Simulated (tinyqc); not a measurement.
Inside a calculation. Method: geometry optimisation on the UHF/sto-6g surface (energies and gradients from PySCF), for LiH+, spin multiplicity 2. One step of it, computed by the program tinyqc.

Question. Step 1: move. Quasi-Newton step p = -H^(-1) g (first H = 1 times the unit matrix); steps longer than 0.5 bohr are cut back.

positions at the start (bohr), order 1Li, 2H:
$$\begin{pmatrix}
0.000000 & 0.000000 & 0.000000 \\
0.000000 & 0.000000 & 3.150173
\end{pmatrix}$$

gradient (hartree/bohr), order 1Li, 2H:
$$\begin{pmatrix}
0.00000000 & 0.00000000 & 0.02043398 \\
0.00000000 & 0.00000000 & -0.02043398
\end{pmatrix}$$

Give: positions after step 1.

Answer.

positions after step 1 (bohr), order 1Li, 2H:
$$\begin{pmatrix}
0.000 & 0.000 & -0.020 \\
0.000 & 0.000 & 3.171
\end{pmatrix}$$
